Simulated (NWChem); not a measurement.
**revPBE0/3-21G (ZORA, COSMO carbon tetrachloride, esp resp) run of CO (carbon monoxide)**

What is the vertical singlet–triplet gap of CO (carbon monoxide) at revPBE0/3-21G (ZORA, COSMO carbon tetrachloride, esp resp)? 

The calculation is run with NWChem 7.3.0.

1 further run of the same task is left out (set aside as unsound or not needed).

### Step 1. Starting point

The species is CO (2 atoms), meant as a singlet with charge 0. SMILES: `[C-]#[O+]`. The shape is that of a PBE0-D4/def2-TZVP optimisation.

Bond lengths: C1–O2 1.123 Å.

### Step 2. The energy at revPBE0/3-21G (ZORA, COSMO carbon tetrachloride, esp resp)

The input, work.nw:

```
start work
title "CO"
memory 2200 mb

geometry units angstroms noautosym nocenter noautoz
  C     0.479900   -0.155100    0.247200
  O    -0.479900    0.155100   -0.247200
end

basis spherical bse
  * library 3-21G
end

relativistic
  zora on
end

cosmo
  dielec 2.228
end

dft
  xc revpbe 0.75 cpbe96 1.0 hfexch 0.25
  grid medium
  mulliken
end

esp
  restrain
  recalculate
end

task dft energy
task esp
```

On the command line:

```bash
$ nwchem work.nw > work.out
```

Log (excerpt; [...] marks lines left out):

```text
[...]
          Wavefunction type:  closed shell.
          No. of atoms     :     2
          No. of electrons :    14
[...]
          Charge           :     0
          Spin multiplicity:     1
[...]
          AO basis - number of functions:    18
[...]
              XC Information
              --------------
                     Hartree-Fock (Exact) Exchange  0.250
                        RevPBE Exchange Functional  0.750
            Perdew 1991 LDA Correlation Functional  1.000 local
           PerdewBurkeErnz. Correlation Functional  1.000 non-local
[...]
 d= 0,ls=0.0,diis     1   -112.6564181631 -1.35D+02  4.33D-02  4.16D-01     0.2
[...]
 d= 0,ls=0.0,diis     5   -112.7073493082 -6.04D-09  2.81D-06  5.24D-09     0.4
[...]
         Total DFT energy =     -112.707349308198
      One electron energy =     -197.558311810690
           Coulomb energy =       76.051750852773
    Exchange-Corr. energy =      -13.794493341426
 Nuclear repulsion energy =       22.611784931054
             COSMO energy =       -0.018079939910
[...]
      Total Density - Mulliken Population Analysis
     ---------------------------------------------
    Atom       Charge   Shell Charges
 -----------   ------   -------------------------------------------------------
    1 C    6     5.68   1.99  0.48  1.30  1.28  0.63
    2 O    8     8.32   1.99  0.45  2.12  1.51  2.26
[...]
 Dipole moment                                  0.013978    0.013891    0.013891
 Quadrupole moment Qxx                          0.000000    0.000000    0.000000
                   Qyy                          0.000000    0.000000    0.000000
                   Qzz                          0.000000    0.000000    0.000000
[...]
```

Wall time 1 s (1 thread of AMD EPYC 9R45 (Zen 5), shared host); peak memory 0.11 GiB.

### Step 3. The triplet

The input, co.nw:

```
start co
memory 2200 mb
charge 0
geometry noautosym nocenter noautoz
  C      0.479900    -0.155100     0.247200
  O     -0.479900     0.155100    -0.247200
end
basis spherical bse
  * library 3-21G
end
relativistic
  zora on
end
cosmo
  dielec 2.228
end
dft
  xc revpbe 0.75 cpbe96 1.0 hfexch 0.25
  mult 3
  grid medium
  iterations 150
  mulliken
  print medium
end
esp
  restrain
  recalculate
end
task dft
task esp
```

On the command line:

```bash
$ nwchem co.nw > co.out
```

Log (excerpt; [...] marks lines left out):

```text
[...]
          Wavefunction type:  spin polarized.
          No. of atoms     :     2
          No. of electrons :    14
[...]
          Charge           :     0
          Spin multiplicity:     3
[...]
          AO basis - number of functions:    18
[...]
              XC Information
              --------------
                     Hartree-Fock (Exact) Exchange  0.250
                        RevPBE Exchange Functional  0.750
            Perdew 1991 LDA Correlation Functional  1.000 local
           PerdewBurkeErnz. Correlation Functional  1.000 non-local
[...]
 d= 0,ls=0.0,diis     1   -112.4044973014 -1.35D+02  2.93D-02  1.48D-01     0.3
[...]
 d= 0,ls=0.0,diis     6   -112.4849457921 -5.22D-08  9.09D-06  5.24D-09     0.6
[...]
         Total DFT energy =     -112.484945792138
      One electron energy =     -197.705536831600
           Coulomb energy =       76.438208485927
    Exchange-Corr. energy =      -13.860567237938
 Nuclear repulsion energy =       22.611784931054
             COSMO energy =        0.031164860419
[...]
      Total Density - Mulliken Population Analysis
     ---------------------------------------------
    Atom       Charge   Shell Charges
 -----------   ------   -------------------------------------------------------
    1 C    6     5.63   1.98  0.43  1.53  0.66  1.02
    2 O    8     8.37   1.99  0.45  2.12  1.52  2.30
[...]
      <S2> =      2.0123 (Exact =     2.0000)
[...]
 Dipole moment                                  0.606302    0.605042    0.605042
 Quadrupole moment Qxx                          0.000000    0.000000    0.000000
                   Qyy                          0.000000    0.000000    0.000000
                   Qzz                          0.000000    0.000000    0.000000
[...]
```

Wall time 1.2 s (1 thread of AMD EPYC 9R45 (Zen 5), shared host); peak memory 0.11 GiB.

### Step 4. Summary of results

Level: revPBE0/3-21G (ZORA, COSMO carbon tetrachloride, esp resp).

| quantity | value |
| --- | --- |
| singlet: total energy | -112.70735 Eh |
| singlet: dipole moment | 0.09 D |
| singlet: HOMO energy | -10.19 eV |
| singlet: LUMO energy | -0.05 eV |
| singlet: HOMO–LUMO gap | 10.15 eV |
| singlet: solvent term in the energy | -2.3 kJ/mol |
| triplet: total energy | -112.48495 Eh |
| triplet: dipole moment | 1.50 D |
| triplet: HOMO energy (highest over α and β) | -3.86 eV |
| triplet: solvent term in the energy | -4.0 kJ/mol |
| triplet: ⟨S²⟩ | 2.012 |
| vertical energy of the triplet above the singlet | 6.052 eV |

At this shape the triplet lies 6.05 eV (140 kcal/mol) above the singlet.
